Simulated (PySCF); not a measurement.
## Reading a saddle point

A first-order saddle point of SiPH7, singlet, PBE0-D4/def2-TZVP, with one imaginary mode of 1525i cm⁻¹:

```tsv
atom	x (Å)	y (Å)	z (Å)
Si1	-0.8678	0.6142	-0.3095
H2	-0.5424	-1.1556	-0.5226
H3	-1.2850	0.6742	-1.7434
H4	-1.9873	0.3152	0.6194
H5	-0.4683	2.0382	-0.0553
H6	0.1884	-1.6146	0.3112
P7	1.0326	-0.3830	0.7182
H8	2.2001	0.0337	1.4824
H9	1.7298	-0.5224	-0.5003
```

PySCF 2.14 with density fitting (its default auxiliary sets; JK sets also for MP2 and CCSD(T)); basis: def2-TZVPP and def2-QZVPP; cores frozen in the correlated methods. Extrapolation: Hartree–Fock as exp(−7.88 √X), correlation as X^−2.97.

(1) Which contacts change along the imaginary mode, and what lies on either side? (A judgement: the text doesn't fix the answer.)

(2) Which side is lower, and how far does the saddle lie above each? (To be estimated.)

No T1 diagnostic of these runs exceeds 0.015. The end structure is not quite a true minimum (one mode of 28i cm⁻¹).

Answers

(1) The calculation gives: The step is SiH₄ + PH₃ → SiPH₅ ([SiH3][PH2]) + H₂, with the molecules in contact on both sides. Shortening one way: Si1–P7, H2–H6; lengthening the same way: Si1–H2, H6–P7.
```json
{"pair": "Si1–P7", "one side (Å)": "3.73", "saddle (Å)": "2.38", "other side (Å)": "2.26"}
{"pair": "H2–H6", "one side (Å)": "3.36", "saddle (Å)": "1.20", "other side (Å)": "0.75"}
{"pair": "Si1–H2", "one side (Å)": "1.49", "saddle (Å)": "1.81", "other side (Å)": "4.04"}
{"pair": "H6–P7", "one side (Å)": "1.42", "saddle (Å)": "1.55", "other side (Å)": "3.30"}
```

(2) By the calculation: The side with Si1–H2, H6–P7 short is lower by 2.3 kJ/mol; the saddle lies 262.4 kJ/mol above it and 260.1 kJ/mol above the other (CCSD(T) at an estimated basis limit (MP2 extrapolated from triple and quadruple zeta, plus CCSD(T) − MP2 in triple zeta); electronic energies).

Labels in which every atom is bracketed show which atoms are joined, not bond orders.

For scale, one of the runs: CCSD(T)/def2-TZVPP, 182 basis functions, launched by `OMP_NUM_THREADS=4 python run.py`. The run took 100 s on 4 CPU threads of a Oxide Virtual Turin-like (shared host), with 1.4 GiB of host memory at its peak.
